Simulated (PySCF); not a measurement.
SMILES O=COC, PBE0/def2-SVP optimised geometry.

```
8

C      1.36    -0.60     0.00
O     -0.06    -0.60     0.00
C     -0.64     0.60     0.00
O     -0.07     1.65     0.00
H      1.75    -0.09    -0.89
H      1.66    -1.65     0.00
H      1.75    -0.08     0.89
H     -1.75     0.47     0.00
```

Density from PySCF with PBE0/def2-TZVP at that geometry.

Minimum of the electron density along straight lines between bonded atoms, close to the bond critical point (lines longer than 1.1 times the sum of covalent radii, or with two minima, are not listed):

```
bond   length / Å  ρ at the minimum / e bohr⁻³  ∇²ρ there / e bohr⁻⁵  position (fraction from the first atom)
-----  ----------  ---------------------------  --------------------  ---------------------------------------
C1–O2       1.420                        0.250                 -0.45                                     0.35
O2–C3       1.330                        0.317                 -0.58                                     0.66
C3–O4       1.197                        0.437                 -0.06                                     0.34
C1–H5       1.100                        0.280                 -0.98                                     0.65
C1–H6       1.096                        0.283                 -1.00                                     0.65
C1–H7       1.100                        0.280                 -0.98                                     0.65
C3–H8       1.110                        0.280                 -1.01                                     0.66
```
